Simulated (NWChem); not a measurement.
System: H anion

Parts of the log:

```
             Northwest Computational Chemistry Package (NWChem) 7.3.0
             --------------------------------------------------------

                             Geometry "geometry" -> ""
                             -------------------------

 Output coordinates in angstroms (scale by  1.889725989 to convert to a.u.)

  No.       Tag          Charge          X              Y              Z
 ---- ---------------- ---------- -------------- -------------- --------------
    1 H                    1.0000     0.00000000     0.00000000     0.00000000

 Effective nuclear repulsion energy (a.u.)       0.0000000000

                                 NWChem DFT Module
                                 -----------------

 Summary of "ao basis" -> "ao basis" (spherical)
 ------------------------------------------------------------------------------
       Tag                 Description            Shells   Functions and Types
 ---------------- ------------------------------  ------  ---------------------
 H                          6-31+g*                  2        2   2s

            General Information
            -------------------
          SCF calculation type: DFT
          Wavefunction type:  closed shell.
          No. of atoms     :     1
          No. of electrons :     2
           Alpha electrons :     1
            Beta electrons :     1
          Charge           :    -1
          Spin multiplicity:     1
          Use of symmetry is: off; symmetry adaption is: off
          Maximum number of iterations: 150
          AO basis - number of functions:     2
                     number of shells:     2
          Convergence on energy requested:  1.00D-06
          Convergence on density requested:  1.00D-05
          Convergence on gradient requested:  5.00D-04

              XC Information
              --------------
                  TPSS hybrid Method XC Functional
                     Hartree-Fock (Exact) Exchange  0.100
                  TPSS metaGGA Exchange Functional  0.900
             TPSS03 metaGGA Correlation Functional  1.000

             Grid Information
             ----------------
          Grid used for XC integration:  medium
          Radial quadrature: Mura-Knowles
          Angular quadrature: Lebedev.
          Tag              B.-S. Rad. Rad. Pts. Rad. Cut. Ang. Pts.
          ---              ---------- --------- --------- ---------
          H                   0.35       45           4.0       434
          Grid pruning is: on
          Number of quadrature shells:    45
          Spatial weights used:  Erf1

      Superposition of Atomic Density Guess
      -------------------------------------

 Sum of atomic energies:          -0.49823254

 Renormalizing density from       1.00 to      2

      Non-variational initial energy
      ------------------------------

 Total energy =      -0.367754
 1-e energy   =      -0.996466
 2-e energy   =       0.628712
 HOMO         =       0.106100
 LUMO         =       1.552255

     ---------------------------------------------
      Total Density - Mulliken Population Analysis
     ---------------------------------------------

    Atom       Charge   Shell Charges
 -----------   ------   -------------------------------------------------------
    1 H    1     2.00   0.41  1.59

   convergence    iter        energy       DeltaE   RMS-Dens  Diis-err
 ---------------- ----- ----------------- --------- --------- ---------
 d= 0,ls=0.0,diis     1     -0.4619290310 -4.62D-01  4.33D-02  3.72D-03
 d= 0,ls=0.0,diis     2     -0.4626796674 -7.51D-04  5.02D-03  6.31D-05
  Singularity in Pulay matrix. Error and Fock matrices removed.
 d= 0,ls=0.0,diis     3     -0.4626927300 -1.31D-05  3.83D-05  3.62D-09
  Singularity in Pulay matrix. Error and Fock matrices removed.
 d= 0,ls=0.0,diis     4     -0.4626927308 -7.46D-10  4.04D-08  4.05D-15

         Total DFT energy =       -0.462692730764
      One electron energy =       -0.954788094177
           Coulomb energy =        1.064696676140
    Exchange-Corr. energy =       -0.572601312727
 Nuclear repulsion energy =        0.000000000000

 Numeric. integr. density =        2.000000726988

                       DFT Final Molecular Orbital Analysis
                       ------------------------------------

 Vector    1  Occ=2.000000D+00  E= 1.932154D-01
              MO Center=  0.0D+00,  0.0D+00,  0.0D+00, r^2= 1.0D+00
   Bfn.  Coefficient  Atom+Function         Bfn.  Coefficient  Atom+Function
  ----- ------------  ---------------      ----- ------------  ---------------
     2      0.827651  1 H  s                  1      0.237366  1 H  s

 Vector    2  Occ=0.000000D+00  E= 1.271916D+00
              MO Center=  0.0D+00,  0.0D+00,  0.0D+00, r^2= 9.8D-01
   Bfn.  Coefficient  Atom+Function         Bfn.  Coefficient  Atom+Function
  ----- ------------  ---------------      ----- ------------  ---------------
     1      1.307062  1 H  s                  2     -1.039108  1 H  s

     ---------------------------------------------
      Total Density - Mulliken Population Analysis
     ---------------------------------------------

    Atom       Charge   Shell Charges
 -----------   ------   -------------------------------------------------------
    1 H    1     2.00   0.37  1.63

     -------------------------------------------
      Total Density - Lowdin Population Analysis
     -------------------------------------------

    Atom       Charge   Shell Charges
 -----------   ------   -------------------------------------------------------
    1 H    1     2.00   0.53  1.47
```

Level: TPSSh/6-31+G* (spherical d). The highest occupied level is positive, so the extra electron may be held by the finite basis.

Q: Reconstruct the input file.

A: Several could match; the one computed here: the input that was run:
```
start job
memory heap 200 mb stack 700 mb global 900 mb
charge -1
geometry units angstroms noautoz
  H      0.000000     0.000000     0.000000
end
basis spherical
  H library 6-31+g*
end
dft
  xc xctpssh
  iterations 150
  mulliken
end
task dft energy
```
